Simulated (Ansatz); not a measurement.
Harmonic vibrations of CH4OS2, SMILES `OC(S)S` by finite differences.

```yaml
crystal:
  periodic: [false, false, false]
  atoms:
    - {symbol: O, position_ang: [-0.507371, 1.273920, -0.838942]}
    - {symbol: C, position_ang: [0.177087, 0.515278, 0.095065]}
    - {symbol: S, position_ang: [1.257300, -0.656113, -0.805836]}
    - {symbol: S, position_ang: [-0.863114, -0.300604, 1.342323]}
    - {symbol: H, position_ang: [-1.109374, 0.698494, -1.323933]}
    - {symbol: H, position_ang: [0.791674, 1.215364, 0.661268]}
    - {symbol: H, position_ang: [1.536675, -1.449160, 0.239371]}
    - {symbol: H, position_ang: [-1.190577, -1.354379, 0.574985]}
basis:
  gaussian: {orbitals: def2-TZVP}
hamiltonian: {xc: pbe0, dispersion: d4}
phonons: {temperatures: {t_min: 298.15, t_max: 900, t_step: 200}}
```

```sh
$ ansatz run in.yaml --threads 2 --pin off --events-out ev --progress --plain --max-ram 4352MiB
```

It prints (some lines left out):

```
Functional definition: PBE0
mean field -24810.63584174 eV, -911.7740499310 hartree, gradient 1.7e-5 eV, S^2 0.000000; 0 other end points of the search recorded, 0 dependent functions left out
mean field -24810.63572975 eV, -911.7740458154 hartree, gradient 1.5e-6 eV, S^2 0.000000; 0 other end points of the search recorded, 0 dependent functions left out
mean field -24810.63574489 eV, -911.7740463716 hartree, gradient 1.4e-6 eV, S^2 0.000000; 0 other end points of the search recorded, 0 dependent functions left out
mean field -24810.63574051 eV, -911.7740462107 hartree, gradient 1.5e-6 eV, S^2 0.000000; 0 other end points of the search recorded, 0 dependent functions left out
mean field -24810.63570987 eV, -911.7740450849 hartree, gradient 1.4e-6 eV, S^2 0.000000; 0 other end points of the search recorded, 0 dependent functions left out
mean field -24810.63573347 eV, -911.7740459521 hartree, gradient 1.5e-6 eV, S^2 0.000000; 0 other end points of the search recorded, 0 dependent functions left out
mean field -24810.63575484 eV, -911.7740467376 hartree, gradient 1.4e-6 eV, S^2 0.000000; 0 other end points of the search recorded, 0 dependent functions left out
mean field -24810.63572777 eV, -911.7740457428 hartree, gradient 1.4e-6 eV, S^2 0.000000; 0 other end points of the search recorded, 0 dependent functions left out
mean field -24810.63571741 eV, -911.7740453619 hartree, gradient 1.5e-6 eV, S^2 0.000000; 0 other end points of the search recorded, 0 dependent functions left out
mean field -24810.63571807 eV, -911.7740453862 hartree, gradient 1.5e-6 eV, S^2 0.000000; 0 other end points of the search recorded, 0 dependent functions left out
mean field -24810.63571273 eV, -911.7740451899 hartree, gradient 1.5e-6 eV, S^2 0.000000; 0 other end points of the search recorded, 0 dependent functions left out
mean field -24810.63571438 eV, -911.7740452505 hartree, gradient 1.5e-6 eV, S^2 0.000000; 0 other end points of the search recorded, 0 dependent functions left out
mean field -24810.63571046 eV, -911.7740451065 hartree, gradient 1.5e-6 eV, S^2 0.000000; 0 other end points of the search recorded, 0 dependent functions left out
mean field -24810.63584072 eV, -911.7740498936 hartree, gradient 1.4e-6 eV, S^2 0.000000; 0 other end points of the search recorded, 0 dependent functions left out
mean field -24810.63578886 eV, -911.7740479877 hartree, gradient 1.4e-6 eV, S^2 0.000000; 0 other end points of the search recorded, 0 dependent functions left out
mean field -24810.63577436 eV, -911.7740474547 hartree, gradient 1.5e-6 eV, S^2 0.000000; 0 other end points of the search recorded, 0 dependent functions left out
mean field -24810.63579707 eV, -911.7740482895 hartree, gradient 1.4e-6 eV, S^2 0.000000; 0 other end points of the search recorded, 0 dependent functions left out
mean field -24810.63574383 eV, -911.7740463326 hartree, gradient 1.4e-6 eV, S^2 0.000000; 0 other end points of the search recorded, 0 dependent functions left out
mean field -24810.63577121 eV, -911.7740473392 hartree, gradient 1.4e-6 eV, S^2 0.000000; 0 other end points of the search recorded, 0 dependent functions left out
mean field -24810.63579335 eV, -911.7740481528 hartree, gradient 1.4e-6 eV, S^2 0.000000; 0 other end points of the search recorded, 0 dependent functions left out
mean field -24810.63583444 eV, -911.7740496626 hartree, gradient 1.4e-6 eV, S^2 0.000000; 0 other end points of the search recorded, 0 dependent functions left out
mean field -24810.63576736 eV, -911.7740471975 hartree, gradient 1.4e-6 eV, S^2 0.000000; 0 other end points of the search recorded, 0 dependent functions left out
mean field -24810.63577800 eV, -911.7740475887 hartree, gradient 1.4e-6 eV, S^2 0.000000; 0 other end points of the search recorded, 0 dependent functions left out
mean field -24810.63579744 eV, -911.7740483029 hartree, gradient 1.4e-6 eV, S^2 0.000000; 0 other end points of the search recorded, 0 dependent functions left out
mean field -24810.63574914 eV, -911.7740465279 hartree, gradient 1.5e-6 eV, S^2 0.000000; 0 other end points of the search recorded, 0 dependent functions left out
mean field -24810.63577479 eV, -911.7740474708 hartree, gradient 1.4e-6 eV, S^2 0.000000; 0 other end points of the search recorded, 0 dependent functions left out
mean field -24810.63577623 eV, -911.7740475234 hartree, gradient 1.5e-6 eV, S^2 0.000000; 0 other end points of the search recorded, 0 dependent functions left out
mean field -24810.63578329 eV, -911.7740477830 hartree, gradient 1.4e-6 eV, S^2 0.000000; 0 other end points of the search recorded, 0 dependent functions left out
mean field -24810.63577259 eV, -911.7740473899 hartree, gradient 1.5e-6 eV, S^2 0.000000; 0 other end points of the search recorded, 0 dependent functions left out
mean field -24810.63579193 eV, -911.7740481006 hartree, gradient 1.4e-6 eV, S^2 0.000000; 0 other end points of the search recorded, 0 dependent functions left out
mean field -24810.63579643 eV, -911.7740482660 hartree, gradient 1.5e-6 eV, S^2 0.000000; 0 other end points of the search recorded, 0 dependent functions left out
mean field -24810.63579280 eV, -911.7740481325 hartree, gradient 1.4e-6 eV, S^2 0.000000; 0 other end points of the search recorded, 0 dependent functions left out
mean field -24810.63580003 eV, -911.7740483981 hartree, gradient 1.4e-6 eV, S^2 0.000000; 0 other end points of the search recorded, 0 dependent functions left out
mean field -24810.63578903 eV, -911.7740479937 hartree, gradient 1.4e-6 eV, S^2 0.000000; 0 other end points of the search recorded, 0 dependent functions left out
mean field -24810.63578882 eV, -911.7740479861 hartree, gradient 1.4e-6 eV, S^2 0.000000; 0 other end points of the search recorded, 0 dependent functions left out
mean field -24810.63579781 eV, -911.7740483167 hartree, gradient 1.4e-6 eV, S^2 0.000000; 0 other end points of the search recorded, 0 dependent functions left out
mean field -24810.63580380 eV, -911.7740485366 hartree, gradient 1.4e-6 eV, S^2 0.000000; 0 other end points of the search recorded, 0 dependent functions left out
mean field -24810.63584156 eV, -911.7740499243 hartree, gradient 1.4e-6 eV, S^2 0.000000; 0 other end points of the search recorded, 0 dependent functions left out
mean field -24810.63582786 eV, -911.7740494209 hartree, gradient 1.4e-6 eV, S^2 0.000000; 0 other end points of the search recorded, 0 dependent functions left out
mean field -24810.63580583 eV, -911.7740486112 hartree, gradient 1.4e-6 eV, S^2 0.000000; 0 other end points of the search recorded, 0 dependent functions left out
mean field -24810.63581340 eV, -911.7740488894 hartree, gradient 1.4e-6 eV, S^2 0.000000; 0 other end points of the search recorded, 0 dependent functions left out
mean field -24810.63578535 eV, -911.7740478587 hartree, gradient 1.4e-6 eV, S^2 0.000000; 0 other end points of the search recorded, 0 dependent functions left out
mean field -24810.63579139 eV, -911.7740480806 hartree, gradient 1.4e-6 eV, S^2 0.000000; 0 other end points of the search recorded, 0 dependent functions left out
mean field -24810.63582781 eV, -911.7740494189 hartree, gradient 1.4e-6 eV, S^2 0.000000; 0 other end points of the search recorded, 0 dependent functions left out
mean field -24810.63583888 eV, -911.7740498258 hartree, gradient 1.4e-6 eV, S^2 0.000000; 0 other end points of the search recorded, 0 dependent functions left out
mean field -24810.63578692 eV, -911.7740479164 hartree, gradient 1.4e-6 eV, S^2 0.000000; 0 other end points of the search recorded, 0 dependent functions left out
mean field -24810.63579290 eV, -911.7740481362 hartree, gradient 1.4e-6 eV, S^2 0.000000; 0 other end points of the search recorded, 0 dependent functions left out
mean field -24810.63581704 eV, -911.7740490232 hartree, gradient 1.4e-6 eV, S^2 0.000000; 0 other end points of the search recorded, 0 dependent functions left out
mean field -24810.63580396 eV, -911.7740485425 hartree, gradient 1.4e-6 eV, S^2 0.000000; 0 other end points of the search recorded, 0 dependent functions left out
Total energy: -24810.79218355 eV, -911.7797953866 hartree
Atom 0 at    -0.507371     1.273920    -0.838942 Å, force    -0.000346    -0.000181    -0.000096 eV/Å
Atom 1 at     0.177087     0.515278     0.095065 Å, force     0.001803     0.000353     0.000553 eV/Å
Atom 2 at     1.257300    -0.656113    -0.805836 Å, force    -0.000294     0.000297     0.000374 eV/Å
Atom 3 at    -0.863114    -0.300604     1.342323 Å, force    -0.000171     0.000176    -0.000399 eV/Å
Atom 4 at    -1.109374     0.698494    -1.323933 Å, force    -0.000016     0.000406     0.000095 eV/Å
Atom 5 at     0.791674     1.215364     0.661268 Å, force    -0.001026    -0.001197    -0.000762 eV/Å
Atom 6 at     1.536675    -1.449160     0.239371 Å, force     0.000009     0.000222    -0.000050 eV/Å
Atom 7 at    -1.190577    -1.354379     0.574985 Å, force     0.000040    -0.000076     0.000286 eV/Å
Dipole moment:    -0.078356    -0.258101     0.005558 e Å
Vibrations: 176.53 254.70 301.87 312.73 404.57 426.91 612.19 759.37 910.66 930.91 1102.12 1207.02 1272.19 1411.92 2696.00 2722.53 3119.91 3821.01 cm⁻¹, zero-point energy 1.391294 eV
```

Run time 97 s (2 threads of an Arm Neoverse V2 on a shared host); peak host memory 0.35 GiB.
